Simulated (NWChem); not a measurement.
**Total energies of H2N**

```xyz
3

N      0.0000     0.0000    -0.1494
H      0.8027     0.0000     0.5229
H     -0.8027     0.0000     0.5229
```
Charge 0, spin multiplicity 2.

The numbers come from NWChem runs, not from measurements. The geometry was optimised at UPBE/def2-SVP, a minimum by its harmonic frequencies.

Basis set: STO-3G (7 functions).

| method | total energy (Ha) |
|---|---|
| UHF | -54.83907 |
| UMP2 | -54.87131 |
| UB2PLYP | -55.04234 |
| UPBE | -55.05361 |
| UB3LYP | -55.12731 |
| Ur2SCAN | -55.10520 |

Total energies of different functionals aren't comparable as a measure of quality: only differences taken within one method are. 

The correlated methods keep 1 core orbital frozen. B3LYP has NWChem's definition, with VWN1-RPA local correlation. The structure started from a generated list of species. The unpaired electrons of the parent sit in orbitals of symmetry b2 (C2v labels of the run); other states weren't searched. The stability of the SCF solutions was not checked. Open-shell Hartree-Fock references start from PBE0 orbitals.
